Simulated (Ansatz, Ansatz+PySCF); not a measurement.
```yaml
atoms:
  - { symbol: C, position_ang: [0.0000, 0.0000, -0.4419] }
  - { symbol: C, position_ang: [0.0000, 1.2299, 0.1960] }
  - { symbol: C, position_ang: [0.0000, -1.2299, 0.1960] }
  - { symbol: H, position_ang: [0.0000, 0.0000, -1.5389] }
  - { symbol: H, position_ang: [0.0000, 2.1641, -0.3691] }
  - { symbol: H, position_ang: [0.0000, 1.2985, 1.2879] }
  - { symbol: H, position_ang: [0.0000, -2.1641, -0.3691] }
  - { symbol: H, position_ang: [0.0000, -1.2985, 1.2879] }
```

UHF on doublet C₃H₅ was run in several spherical basis sets with Ansatz (development build ahead of 0.2.0). Caution for UHF: the unrestricted determinant is spin contaminated.

**Question.** Rank the basis sets by the total energy that they give, lowest first, with the distance from the lowest.
A. cc-pVTZ
B. def2-SVP
C. 6-31G(d)
D. cc-pVDZ
E. def2-TZVP

**Answer.** E (0.00 eV), A (0.05 eV), D (0.91 eV), C (1.25 eV), B (3.44 eV).

Totals follow the description of the cores as much as that of the bonds, so this order isn't one of quality for chemistry.
